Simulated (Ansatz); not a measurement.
## Lattice constant a of some fcc solids

Method: r²SCAN0 (Ansatz, a program for electronic structure, PAW). References are measured values corrected to a static lattice. The table is a random draw of 8 from 12 solids with such references.

Values in Å.

```csv
solid,reference,r²SCAN0,error (%)
fcc Ni,3.508,3.496,-0.34
fcc Pb,4.902¶,4.979,+1.57
fcc Rh,3.794,3.765,-0.76
fcc Ag,4.062,4.115,+1.30
fcc Sr,6.045¶,6.158,+1.87
fcc Cu,3.595¶,3.597,+0.06
fcc Ca,5.553¶,5.606,+0.95
fcc Al,4.018,3.984,-0.85
```

Over these 8 solids the mean error is +0.48 %, the mean absolute error 0.96 % (median 0.90 %), and the worst case fcc Sr at +1.87 %; the value is above the reference in 5 of 8 cases. Over all 12, from unrounded values, the mean error is +0.42 % and the mean absolute error 0.83 % (median 0.80 %).

All these references are brought to a static lattice.

Spin–orbit coupling is left out, also for the solids with elements from indium on (fcc Pb); its size isn't shown.

¶ marks references of a special kind: fcc Pb, 4.902 Å (measured, low-temperature or extrapolated to 0 K; zero-point anharmonic expansion removed, our sources range from 4.902 to 4.912; as tabulated in Csonka et al. (2009), arXiv:0903.4037); fcc Sr, 6.045 Å (measured, low-temperature or extrapolated to 0 K; zero-point anharmonic expansion removed; as tabulated in Csonka et al. (2009), arXiv:0903.4037); fcc Cu, 3.595 Å (measured, low-temperature or extrapolated to 0 K; zero-point anharmonic expansion removed; as tabulated in Csonka et al. (2009), arXiv:0903.4037); fcc Ca, 5.553 Å (measured, low-temperature or extrapolated to 0 K; zero-point anharmonic expansion removed; as tabulated in Csonka et al. (2009), arXiv:0903.4037).

Exact exchange on metals is sensitive to the k mesh.

Differences are worked out from the printed values.

Ansatz's density-functional and Hartree–Fock values are scalar-relativistic unless marked +SOC, with PAW data made under PBE.

Ansatz's runs of these crystals have no spin polarisation, but for fcc Ni. Meta-GGAs and exact exchange favour moments, which can bear on fcc Ni, fcc Rh.

Density-functional runs with spin start from parallel moments for fcc Ni.

Of the class's solids with a reference value and a result at some level, none was set aside. At least 1 more with a reference value is held back for tests. Solids without a released value at any level aren't counted. Layered and molecular crystals are counted apart. The metals Ce to Yb are counted apart.

References as tabulated in Mejia-Rodriguez and Trickey (2018), arXiv:1807.09216; Csonka et al. (2009), arXiv:0903.4037.
